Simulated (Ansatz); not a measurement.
System: C₂H₃F, charge 0, singlet. C2H3F (fluoroethene, SMILES C=CF).
B3LYP-D3(BJ)/def2-TZVP minimum from Ansatz (a quantum-chemistry and plane-wave program):
```xyz
6

C      0.0048     0.4339    -0.0020
C      1.1838    -0.1536     0.0049
F     -1.1460    -0.2672    -0.0028
H     -0.1758     1.5010    -0.0077
H      1.2800    -1.2303     0.0104
H      2.0778     0.4520     0.0052
```
Charge 0, spin multiplicity 1.

Hartree-Fock and MP2 correlation energies in hartree (Ansatz). UHF or UKS for unpaired electrons; spin-orbit terms are left out. Correlated methods leave the cores frozen. No relativity.

| basis | X | E(HF) | E(corr, MP2) |
|---|---|---|---|
| cc-pVTZ | 3 | -176.95362 | -0.57543 |
| cc-pVQZ | 4 | -176.96725 | -0.61970 |
| cc-pV5Z | 5 | -176.97089 | withheld |

Q: Fit E(corr) = E∞ + A/X³ to X = 3 and 4, predict X = 5, and compare with the run.

A: A = (-0.57543 - (-0.61970))/(1/27 - 1/64) = 2.0675; E∞ = -0.61970 - A/64 = -0.65201; at X = 5, E∞ + A/125 = -0.63546. The run gave -0.63756, 2.10 mEh below the prediction. The same form on X = 4 and 5 gives E∞ = -0.65630, 4.29 mEh below the first estimate.
